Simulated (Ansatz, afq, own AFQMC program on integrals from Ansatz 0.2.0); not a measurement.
**Al₂H₂+ (doublet): AFQMC on the coupled-cluster ladder, cc-pVTZ**

How near does AFQMC come to the top of the ladder for Al₂H₂+ (doublet)?

Computed with Ansatz 0.2.0, Gaussian basis, and an in-house AFQMC program (afq) on its integrals; all values are calculated. Level: cc-pVTZ, frozen cores.

Plan: PBE (unrestricted); CCSD(T) on UHF; r2SCAN (unrestricted); PBE0 (unrestricted); B3LYP (unrestricted); wB97M-V (unrestricted); CCSDT(Q) on UHF; B2PLYP (unrestricted); Phaseless AFQMC, CISD trial on UHF.

### 1 The system

The geometry is a PBE0/def2-TZVP stationary point (not a proven minimum) of the parent state, kept for this charge and spin.

4 atoms, charge 1, spin multiplicity 2.

Atoms are counted from 1 here; the program's logs count them from 0.

Bond lengths: Al1–Al2 2.634 Å, Al1–H3 1.617 Å, Al1–H4 1.823 Å, Al2–H4 1.894 Å. Angles: Al2–Al1–H3 148.7°, Al2–Al1–H4 46.0°, H3–Al1–H4 102.7°, Al1–Al2–H4 43.8°, Al1–H4–Al2 90.2°.

### 2 PBE (unrestricted)

Input file in.yaml:

```yaml
crystal:
  periodic: [false, false, false]
  atoms:
    - {symbol: Al, position_ang: [0.000000, 0.092491, 1.264725]}
    - {symbol: Al, position_ang: [0.000000, -0.019298, -1.366900]}
    - {symbol: H, position_ang: [0.000000, -0.688202, 2.680370]}
    - {symbol: H, position_ang: [0.000000, -1.271083, 0.054761]}
basis:
  gaussian: {orbitals: cc-pVTZ}
total_charge: 1
magnetization: {spin_polarized: true, initial_magnetization: 1}
hamiltonian: {xc: {name: PBE}}
output: {orbitals: {seedname: orbitals}}
```

The run is started by

```bash
$ ansatz run in.yaml --threads 1 --pin off --events-out ev --progress --plain --max-ram 5632MiB --backend cpu
```

Output:

```text
Functional definition: PBE
  name "PBE"
  cite "Perdew, Burke & Ernzerhof, Phys. Rev. Lett. 77, 3865 (1996) doi:10.1103/PhysRevLett.77.3865"
  parent pbe
  parameter kappa = 0.804
  parameter beta = 0.06672455060314922
  exchange = pbe_x(kappa = kappa, mu = beta*pi^2/3)
  correlation = pbe_c(beta = beta)
666 factors; their error is unknown
mean field evaluation 1: about -13206.3477 eV, gradient 1.7e1 eV
mean field evaluation 2: about -13202.0411 eV, gradient 2.4e1 eV
mean field evaluation 4: about -13209.4946 eV, gradient 4.7e0 eV
mean field evaluation 8: about -13209.7746 eV, gradient 1.2e-1 eV
mean field evaluation 16: about -13209.7628 eV, gradient 1.1e-4 eV
mean field evaluation 32: about -13208.5436 eV, gradient 4.7e0 eV
mean field -13209.76276270 eV, -485.4498276304 hartree, gradient 1.3e-5 eV, S^2 0.763501; 2 other end points of the search recorded, 0 dependent functions left out
reference -13209.76280357 eV, -485.4498291325 hartree; 14, 13 occupied and 82, 83 virtual orbitals, 666 factors
Total energy: -13209.76280357 eV, -485.4498291325 hartree
```

It took 2.7 s on 1 thread of AMD EPYC 7R13 (Zen 3), shared host; peak memory 1.8 GiB.

From the report: ⟨S²⟩ of the determinant 0.764 (pure doublet: 0.75).

### 3 CCSD(T) on UHF

in.yaml, as its differences from that of step 2:

```diff
@@ -11,3 +11,2 @@
 magnetization: {spin_polarized: true, initial_magnetization: 1}
-hamiltonian: {xc: {name: PBE}}
-output: {orbitals: {seedname: orbitals}}
+correlation: {method: ccsd_t, electrons: outside_noble_gas, hamiltonian_folder: ham}
```

The run is started by

```bash
$ ansatz run in.yaml --threads 1 --pin off --events-out ev --progress --plain --max-ram 16896MiB --backend cuda --devices 0, --max-vram 18GiB
```

Output, shortened:

```text
Functional definition: HF
  name "HF"
  cite "Fock, Z. Phys. 61, 126 (1930) doi:10.1007/BF01340294"
  parent pbe
[...]
590 factors; integrals over basis functions are off by at most 1.4e-3 eV
[...]
mean field -13189.47172013 eV, -484.7041455698 hartree, gradient 2.8e-6 eV, S^2 0.882326; 10 other end points of the search recorded, 0 dependent functions left out
determinant -13189.47172013 eV, -484.7041455698 hartree, with singles and doubles -13193.36417841 eV, -484.8471907731 hartree
determinant -13187.97148860 eV, -484.6490130778 hartree, with singles and doubles -13192.04887731 eV, -484.7988543491 hartree
determinant -13187.73822379 eV, -484.6404407544 hartree, with singles and doubles -13191.41398593 eV, -484.7755225214 hartree
determinant -13187.20480642 eV, -484.6208380273 hartree, with singles and doubles -13190.95944670 eV, -484.7588185129 hartree
determinant -13186.87544053 eV, -484.6087340541 hartree, with singles and doubles -13190.73343608 eV, -484.7505127759 hartree
determinant -13186.70051107 eV, -484.6023055151 hartree, with singles and doubles -13190.84016617 eV, -484.7544350343 hartree
10 core orbitals not correlated: weight in the atoms' cores, before any rotation towards them, 1.000 or more for the frozen orbitals, at most 0.000 for the correlated occupied ones
reference -13189.47172013 eV, -484.7041455698 hartree; 4, 3 occupied and 82, 83 virtual orbitals, 590 factors
second order -2.85206901 eV of doubles, -0.00000000 eV of singles
cycle   1  -3.76579522 eV  change   -2.2e-1 eV  update   2.5e-2
[...]
cycle  12  -3.78024123 eV  change    6.2e-7 eV  update   8.2e-6
perturbative correction -0.11791007 eV, -0.0043331151 hartree
Total energy: -13193.36987143 eV, -484.8473999878 hartree
```

It took 10 s on 1 × NVIDIA H100 80GB HBM3 with 1 thread of AMD EPYC 7R13 (Zen 3), shared host; peak host memory 1.8 GiB.

From the report: ⟨S²⟩ of the determinant 0.882 (pure doublet: 0.75); correlation -3.8982 eV; T1 0.043; largest double amplitude 0.06.

This run also writes the integrals to the folder ham.

### 4 r2SCAN (unrestricted)

in.yaml, as its differences from that of step 3:

```diff
@@ -11,2 +11,2 @@
 magnetization: {spin_polarized: true, initial_magnetization: 1}
-correlation: {method: ccsd_t, electrons: outside_noble_gas, hamiltonian_folder: ham}
+hamiltonian: {xc: {name: r2SCAN}}
```

The run is started by

```bash
$ ansatz run in.yaml --threads 1 --pin off --events-out ev --progress --plain --max-ram 5632MiB --backend cpu
```

Output:

```text
Functional definition: r2SCAN
  name "r2SCAN"
  cite "Furness, Kaplan, Ning, Perdew & Sun, J. Phys. Chem. Lett. 11, 8208 (2020) doi:10.1021/acs.jpclett.0c02405"
  cite "Furness, Kaplan, Ning, Perdew & Sun, J. Phys. Chem. Lett. 11, 9248 (2020) doi:10.1021/acs.jpclett.0c03077"
  parent r2scan
  parameter k0 = 0.174
  parameter k1 = 0.065
  parameter a1 = 4.9479
  exchange = r2scan_x(k0 = k0, k1 = k1, a1 = a1)
  correlation = r2scan_c
666 factors; their error is unknown
mean field evaluation 1: about -13212.9854 eV, gradient 1.5e1 eV
mean field evaluation 2: about -13211.1343 eV, gradient 1.9e1 eV
mean field evaluation 4: about -13215.5767 eV, gradient 2.5e0 eV
mean field evaluation 8: about -13215.6514 eV, gradient 1.2e-1 eV
mean field evaluation 16: about -13215.6516 eV, gradient 3.8e-4 eV
mean field evaluation 32: about -13213.8057 eV, gradient 5.8e0 eV
mean field -13215.65161989 eV, -485.6662391404 hartree, gradient 2.8e-5 eV, S^2 0.790739; 4 other end points of the search recorded, 0 dependent functions left out
reference -13215.65163741 eV, -485.6662397845 hartree; 14, 13 occupied and 82, 83 virtual orbitals, 666 factors
Total energy: -13215.65163741 eV, -485.6662397845 hartree
```

It took 8 s on 1 thread of AMD EPYC 7R13 (Zen 3), shared host; peak memory 1.8 GiB.

From the report: ⟨S²⟩ of the determinant 0.791 (pure doublet: 0.75).

### 5 PBE0 (unrestricted)

in.yaml, as its differences from that of step 4:

```diff
@@ -11,2 +11,3 @@
 magnetization: {spin_polarized: true, initial_magnetization: 1}
-hamiltonian: {xc: {name: r2SCAN}}
+hamiltonian: {xc: {name: PBE0}}
+output: {orbitals: {seedname: orbitals}}
```

Same command.

Output:

```text
Functional definition: PBE0
  name "PBE0"
  cite "Adamo & Barone, J. Chem. Phys. 110, 6158 (1999) doi:10.1063/1.478522"
  cite "Perdew, Burke & Ernzerhof, Phys. Rev. Lett. 77, 3865 (1996) doi:10.1103/PhysRevLett.77.3865"
  parent pbe
  parameter a = 0.25
  parameter kappa = 0.804
  parameter beta = 0.06672455060314922
  exchange = (1 - a)*pbe_x(kappa = kappa, mu = beta*pi^2/3) + a*exact_x
  correlation = pbe_c(beta = beta)
690 factors; their error is unknown
mean field evaluation 1: about -13208.9707 eV, gradient 1.3e1 eV
mean field evaluation 2: about -13209.6564 eV, gradient 1.0e1 eV
mean field evaluation 4: about -13210.9434 eV, gradient 7.9e-1 eV
mean field evaluation 8: about -13210.9894 eV, gradient 3.0e-2 eV
mean field evaluation 16: about -13210.9894 eV, gradient 2.3e-4 eV
mean field -13210.98940936 eV, -485.4949060638 hartree, gradient 7.0e-5 eV, S^2 0.776473; 3 other end points of the search recorded, 0 dependent functions left out
reference -13210.98944018 eV, -485.4949071963 hartree; 14, 13 occupied and 82, 83 virtual orbitals, 690 factors
Total energy: -13210.98944018 eV, -485.4949071963 hartree
```

It took 2.4 s on 1 thread of AMD EPYC 7R13 (Zen 3), shared host; peak memory 1.8 GiB.

From the report: ⟨S²⟩ of the determinant 0.776 (pure doublet: 0.75).

### 6 B3LYP (unrestricted)

in.yaml, as its differences from that of step 5:

```diff
@@ -11,3 +11,2 @@
 magnetization: {spin_polarized: true, initial_magnetization: 1}
-hamiltonian: {xc: {name: PBE0}}
-output: {orbitals: {seedname: orbitals}}
+hamiltonian: {xc: {name: B3LYP}}
```

Launched as before.

Output, shortened:

```text
Functional definition: B3LYP
  name "B3LYP"
  cite "Stephens, Devlin, Chabalowski & Frisch, J. Phys. Chem. 98, 11623 (1994) doi:10.1021/j100096a001"
  cite "Becke, Phys. Rev. A 38, 3098 (1988) doi:10.1103/PhysRevA.38.3098"
  cite "Lee, Yang & Parr, Phys. Rev. B 37, 785 (1988) doi:10.1103/PhysRevB.37.785"
  cite "Vosko, Wilk & Nusair, Can. J. Phys. 58, 1200 (1980) doi:10.1139/p80-159"
[...]
690 factors; their error is unknown
[...]
mean field -13218.53950481 eV, -485.7723669540 hartree, gradient 5.6e-5 eV, S^2 0.765666; 2 other end points of the search recorded, 0 dependent functions left out
reference -13218.53973015 eV, -485.7723752351 hartree; 14, 13 occupied and 82, 83 virtual orbitals, 690 factors
Total energy: -13218.53973015 eV, -485.7723752351 hartree
```

Run time: 2.6 s. Hardware: 1 thread of AMD EPYC 7R13 (Zen 3), shared host; peak memory 1.8 GiB.

From the report: ⟨S²⟩ of the determinant 0.766 (pure doublet: 0.75).

### 7 wB97M-V (unrestricted)

in.yaml, as its differences from that of step 6:

```diff
@@ -11,2 +11,3 @@
 magnetization: {spin_polarized: true, initial_magnetization: 1}
-hamiltonian: {xc: {name: B3LYP}}
+hamiltonian: {xc: {name: wB97M-V}}
+output: {orbitals: {seedname: orbitals}}
```

Same command.

Output, shortened:

```text
Functional definition: wB97M-V
  name "wB97M-V"
  cite "Mardirossian & Head-Gordon, J. Chem. Phys. 144, 214110 (2016) doi:10.1063/1.4952647"
  cite "Becke, J. Chem. Phys. 107, 8554 (1997) doi:10.1063/1.475007"
  cite "Vydrov & Van Voorhis, J. Chem. Phys. 133, 244103 (2010) doi:10.1063/1.3521275"
  # Of w^i u^j: cxij and so on, Table III.
[...]
  gx(w, u) = 1 - cx + cx01*u + cx10*w
  gss(w, u) = css00 + css04*u^4 + css10*w + css20*w^2 + css43*w^4*u^3
  gos(w, u) = cos00 + cos10*w + (cos20 + cos21*u)*w^2 + (cos60 + cos61*u)*w^6
[...]
      + integral(e_c_pw_mod_opposite_spin*gos(b97_w_opposite, b97_u_opposite)) + vv10(b, c)
666 factors; their error is unknown
168 factors; integrals over basis functions are off by at most 3.8e-5 eV
[...]
mean field -13216.25164392 eV, -485.6882896169 hartree, gradient 4.8e-5 eV, S^2 0.761353; 2 other end points of the search recorded, 0 dependent functions left out
reference -13216.25169015 eV, -485.6882913160 hartree; 14, 13 occupied and 82, 83 virtual orbitals, 666 factors
Total energy: -13216.25169015 eV, -485.6882913160 hartree
```

Run time: 8.5 s. Hardware: 1 thread of AMD EPYC 7R13 (Zen 3), shared host; peak memory 1.8 GiB.

From the report: ⟨S²⟩ of the determinant 0.761 (pure doublet: 0.75).

### 8 CCSDT(Q) on UHF

in.yaml, as its differences from that of step 7:

```diff
@@ -11,3 +11,2 @@
 magnetization: {spin_polarized: true, initial_magnetization: 1}
-hamiltonian: {xc: {name: wB97M-V}}
-output: {orbitals: {seedname: orbitals}}
+correlation: {method: ccsdt_q, electrons: outside_noble_gas}
```

The run is started by

```bash
$ ansatz run in.yaml --threads 1 --pin off --events-out ev --progress --plain --max-ram 16896MiB --backend cuda --devices 0, --max-vram 18GiB
```

Output, shortened:

```text
Functional definition: HF
  name "HF"
  cite "Fock, Z. Phys. 61, 126 (1930) doi:10.1007/BF01340294"
  parent pbe
[...]
1183 factors; integrals over basis functions are off by at most 2.0e-7 eV
[...]
mean field -13189.47172432 eV, -484.7041457238 hartree, gradient 2.8e-6 eV, S^2 0.882326; 10 other end points of the search recorded, 0 dependent functions left out
determinant -13189.47172432 eV, -484.7041457238 hartree, with singles and doubles -13193.36419052 eV, -484.8471912180 hartree
determinant -13187.97149265 eV, -484.6490132269 hartree, with singles and doubles -13192.04888764 eV, -484.7988547290 hartree
determinant -13187.73823100 eV, -484.6404410194 hartree, with singles and doubles -13191.41399537 eV, -484.7755228683 hartree
determinant -13187.20481227 eV, -484.6208382425 hartree, with singles and doubles -13190.95945376 eV, -484.7588187722 hartree
determinant -13186.87544684 eV, -484.6087342862 hartree, with singles and doubles -13190.73344384 eV, -484.7505130607 hartree
determinant -13186.70051785 eV, -484.6023057642 hartree, with singles and doubles -13190.84017475 eV, -484.7544353494 hartree
10 core orbitals not correlated: weight in the atoms' cores, before any rotation towards them, 1.000 or more for the frozen orbitals, at most 0.000 for the correlated occupied ones
reference -13189.47172432 eV, -484.7041457238 hartree; 4, 3 occupied and 82, 83 virtual orbitals, 1183 factors
second order -2.85208333 eV of doubles, -0.00000000 eV of singles
cycle   1  -3.39563696 eV  change   -5.4e-1 eV  update   8.7e-2
[...]
cycle  22  -3.93321666 eV  change    1.5e-7 eV  update   7.2e-7
perturbative correction -0.00565092 eV, -0.0002076676 hartree
Total energy: -13193.41059191 eV, -484.8488964377 hartree
```

Run time: 16 s. Hardware: 1 × NVIDIA H100 80GB HBM3 with 1 thread of AMD EPYC 7R13 (Zen 3), shared host; peak host memory 1.8 GiB.

From the report: ⟨S²⟩ of the determinant 0.882 (pure doublet: 0.75); correlation -3.9389 eV; T1 0.045; largest double amplitude 0.07.

### 9 B2PLYP (unrestricted)

in.yaml, as its differences from that of step 8:

```diff
@@ -11,2 +11,3 @@
 magnetization: {spin_polarized: true, initial_magnetization: 1}
-correlation: {method: ccsdt_q, electrons: outside_noble_gas}
+hamiltonian: {xc: {name: B2PLYP}}
+correlation: {electrons: outside_noble_gas}
```

The run is started by

```bash
$ ansatz run in.yaml --threads 1 --pin off --events-out ev --progress --plain --max-ram 5632MiB --backend cpu
```

Output, shortened:

```text
Functional definition: B2PLYP
  name "B2PLYP"
  cite "Grimme, J. Chem. Phys. 124, 034108 (2006) doi:10.1063/1.2148954"
  cite "Becke, Phys. Rev. A 38, 3098 (1988) doi:10.1103/PhysRevA.38.3098"
  cite "Lee, Yang & Parr, Phys. Rev. B 37, 785 (1988) doi:10.1103/PhysRevB.37.785"
[...]
590 factors; integrals over basis functions are off by at most 1.4e-3 eV
[...]
mean field -13209.81619206 eV, -485.4517911234 hartree, gradient 7.2e-6 eV, S^2 0.790405; 4 other end points of the search recorded, 0 dependent functions left out
10 core orbitals not correlated: weight in the atoms' cores, before any rotation towards them, 1.000 or more for the frozen orbitals, at most 0.000 for the correlated occupied ones
reference -13209.81633449 eV, -485.4517963572 hartree; 4, 3 occupied and 82, 83 virtual orbitals, 590 factors
second order -3.81733668 eV of doubles, -0.00000000 eV of singles
Total energy: -13210.84701539 eV, -485.4896731818 hartree
```

Wall time 4.3 s (1 thread of AMD EPYC 7R13 (Zen 3), shared host); peak memory 1.8 GiB.

From the report: ⟨S²⟩ of the determinant 0.790 (pure doublet: 0.75).

### 10 Phaseless AFQMC, CISD trial on UHF

It reads the integrals that the CCSD(T) run on this determinant wrote.

The run is started by

```bash
$ afq ham --method phaseless --trial cisd --walkers 800 --populations 20 --least-time 60 --time-step 0.005 --steps-per-block 50 --equilibration-blocks 28 --max-blocks 4000 --target-error 0.00016 --factor-cut 1e-05 --start spin_pure --seed 7374 --release-times 0.24,0.5,1,1.5 --release-step 0.02 --release-every 3 --taylor-order 6
```

Output:

```text
orbitals 86  electrons 4 3  factors 563 of 590
reference energy -484.70414557 Eh
CCSD correlation -0.13892127 Eh in 17 cycles, weight of the determinant in the CISD state 0.8580
energy of the start -484.839384 Eh
 block  time / (1/Eh)  mean weight  energy / Eh
     1     0.250  1.0003  -484.839730
     2     0.500  0.9999  -484.840664
     3     0.750  0.9998  -484.841820
     4     1.000  0.9997  -484.843064
     5     1.250  0.9996  -484.844046
     6     1.500  1.0005  -484.844411
     7     1.750  0.9999  -484.845369
     8     2.000  1.0004  -484.846269
     9     2.250  0.9998  -484.846036
    10     2.500  1.0000  -484.846003
    13     3.250  0.9999  -484.846917
    16     4.000  0.9998  -484.847020
    19     4.750  0.9997  -484.848062
    22     5.500  1.0000  -484.847845
    25     6.250  0.9999  -484.848069
    28     7.000  0.9997  -484.848447
    31     7.750  0.9997  -484.847857
    34     8.500  1.0004  -484.847916
    37     9.250  0.9999  -484.847906
    40    10.000  0.9999  -484.847663
    43    10.750  1.0003  -484.849116
    46    11.500  0.9999  -484.848140
    49    12.250  0.9997  -484.848684
    52    13.000  1.0003  -484.849269
    55    13.750  1.0005  -484.850334
    58    14.500  1.0000  -484.848085
    61    15.250  1.0005  -484.849681
    64    16.000  0.9999  -484.849201
    67    16.750  0.9997  -484.848228
    70    17.500  1.0004  -484.848785
    73    18.250  1.0000  -484.848594
    76    19.000  0.9999  -484.847789
    79    19.750  1.0000  -484.849615
    82    20.500  1.0001  -484.848451
    85    21.250  0.9998  -484.848489
    88    22.000  0.9995  -484.848524
    91    22.750  0.9996  -484.848882
    94    23.500  0.9998  -484.849535
    97    24.250  0.9989  -484.848650
   100    25.000  0.9999  -484.847653
   103    25.750  0.9998  -484.847448
   106    26.500  0.9995  -484.847899
   109    27.250  0.9995  -484.848931
   112    28.000  0.9995  -484.848889
   115    28.750  1.0006  -484.847861
   118    29.500  1.0000  -484.847685
   121    30.250  0.9998  -484.847869
   124    31.000  1.0002  -484.848212
   127    31.750  1.0004  -484.847515
   130    32.500  1.0001  -484.848350
   133    33.250  1.0000  -484.849054
   136    34.000  1.0000  -484.847843
   139    34.750  1.0001  -484.847966
   142    35.500  1.0001  -484.847854
   145    36.250  1.0000  -484.848747
   148    37.000  1.0001  -484.848848
   151    37.750  1.0005  -484.847487
   154    38.500  1.0004  -484.847494
   157    39.250  1.0005  -484.847790
error from the spread of 20 populations
released: time / (1/Eh)  energy / Eh  error  mean overlap
  0.24  -484.848473  0.000146  1.0011
  0.50  -484.848579  0.000124  0.9996
  1.00  -484.848706  0.000115  0.9991
  1.50  -484.848823  0.000111  0.9989
energy -484.848479 +/- 0.000151 Eh
```

It took 78 s on 1 × NVIDIA H100 80GB HBM3 with 2 threads of AMD EPYC 7R13 (Zen 3), shared host; peak host memory 1.8 GiB.

Energy -13193.3992 ± 0.0041 eV. Caveats: constraint bias not in the error.

### 11 All levels side by side

On the UHF determinant, counted from CCSDT(Q) (a yardstick, not exact):

```csv
level,energy (eV),from CCSDT(Q) (meV),statistical error (meV),time
HF,-13189.4717,+3938.9,,
MP2,-13192.3238,+1086.8,,
CCSD,-13193.2520,+158.6,,
CCSD(T),-13193.3699,+40.7,,
CCSDT(Q),-13193.4106,0.0,,
"Phaseless AFQMC, CISD trial, step 0.005, 800 walkers",-13193.3992,+11.4,4.1,78 s
```

The functionals' totals stand on their own zeros and serve differences with other points: PBE -13209.763 eV; r2SCAN -13215.652 eV; PBE0 -13210.989 eV; B3LYP -13218.540 eV; wB97M-V -13216.252 eV; B2PLYP -13210.847 eV.

### 12 Results

```
                                        quantity            value
                    CCSD(T) on UHF from CCSDT(Q)        +40.7 meV
Phaseless AFQMC, CISD trial on UHF from CCSDT(Q)  +11.4 ± 4.1 meV
```

In words: On UHF the phaseless walk with the CISD trial lies +11.4 meV from CCSDT(Q), within three error bars. Error bars are statistical and leave out the constraint, the time step and what remains of the start.
